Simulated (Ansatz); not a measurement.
# B₂H₂+ (doublet): the correlation ladder, def2-QZVPP

The task here is to estimate one member of a computed series from the others.

Computed with Ansatz 0.2.0, Gaussian basis. Level: def2-QZVPP, core rule «outside noble gas», up to 2 orbitals frozen.

To be run: UHF; ROHF; CCSD(T) on UHF.

2 further runs of the same task are left out: 2 set aside as unsound or not needed. Runs told in other sessions of the task aren't counted.

## The system

The geometry is a PBE0/def2-TZVP stationary point (not a proven minimum) of the parent state, kept for this charge and spin.

4 atoms, charge 1, spin multiplicity 2.

Atoms are counted from 1 here; the program's logs count them from 0.

Bond lengths: B1–B2 1.525 Å, B1–H3 1.176 Å, B2–H4 1.176 Å. Angles: B2–B1–H3 180.0°, B1–B2–H4 180.0°.

Set-up of the first run:

The input, in.yaml:

```yaml
crystal:
  periodic: [false, false, false]
  atoms:
    - {symbol: B, position_ang: [0.000000, 0.000000, 0.762520]}
    - {symbol: B, position_ang: [0.000000, 0.000000, -0.762520]}
    - {symbol: H, position_ang: [0.000000, 0.000000, 1.938254]}
    - {symbol: H, position_ang: [0.000000, 0.000000, -1.938254]}
basis:
  gaussian: {orbitals: "def2-QZVPP.json"}
total_charge: 1
magnetization: {spin_polarized: true, initial_magnetization: 1}
hamiltonian: {xc: hf}
output: {orbitals: {seedname: orbitals}}
```

On the command line:

```sh
> ansatz run in.yaml --threads 1 --pin off --events-out ev --progress --plain --max-ram 2393MiB
```

Steps of the session up to this table: UHF; ROHF; CCSD(T) on UHF.

One table of the session follows, with a row left open; its other results are not shown here.

It belongs to the step «Misses and costs». 

```
  method  from UCCSD(T) (meV)
    ROHF              +4643.5
     UHF              +4571.7
    UMP2               +830.4
   UCCSD                    ?
UCCSD(T)                    0
```

**Question.** Estimate the row for UCCSD.

**Answer.** from UCCSD(T) (meV): +113.0. In the column «from UCCSD(T) (meV)» it lies between UCCSD(T) (0) and UMP2 (+830.4).
